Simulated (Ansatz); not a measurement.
# BH5N: the cost of one run

All numbers below are computed with Ansatz 0.2.0 (UKS BLYP-D4/def2-SVP).

**1. The structure to begin with**

Bond lengths: B1–H3 1.190 Å, B1–H4 1.190 Å, N5–H6 1.060 Å, N5–H7 1.060 Å. Angles: H3–B1–H4 120.0°, H6–N5–H7 120.0°.

As a file:

```xyz
7

B     0.0000    0.0000    0.0000
H     0.0000    0.0000    1.4400
H     1.0305    0.0000   -0.5950
H    -1.0305    0.0000   -0.5950
N     0.0000    0.0000    2.8000
H    -0.4960   -0.7725    3.3300
H     0.4960    0.7725    3.3300
```

**2. Pulling towards end A**

Springs on the bonds that form and break draw the guess towards this end; the thresholds are loose.

Input file input.yaml:

```yaml
crystal:
  periodic: [false, false, false]
  atoms:
    - { symbol: B, position_ang: [0.0, 0.0, 0.0] }
    - { symbol: H, position_ang: [0.0, 0.0, 1.44] }
    - { symbol: H, position_ang: [1.0305, 0.0, -0.595] }
    - { symbol: H, position_ang: [-1.0305, 0.0, -0.595] }
    - { symbol: "N", position_ang: [0.0, 0.0, 2.8] }
    - { symbol: H, position_ang: [-0.496, -0.7725, 3.33] }
    - { symbol: H, position_ang: [0.496, 0.7725, 3.33] }
magnetization:
  spin_polarized: true
  initial_magnetization: 1
basis:
  gaussian: { orbitals: def2-SVP }
hamiltonian:
  xc: blyp
  dispersion: d4
relax:
  f_tol: 0.15
  max_steps: 25
  restrain:
    - { distance: [1, 4], at: 2.26, k: 30.0 }
    - { distance: [0, 1], at: 1.19, k: 30.0 }
```

Run with:

```bash
> ansatz run input.yaml --threads 1 --pin off --max-ram 2048MiB --backend cpu --events-out ev --progress --plain --runs-dir out
```

Q: Estimate wall time and peak memory on 1 thread of AMD EPYC 9R45 (Zen 5), shared host.

About 6.1 s, with a peak of 0.14 GiB.
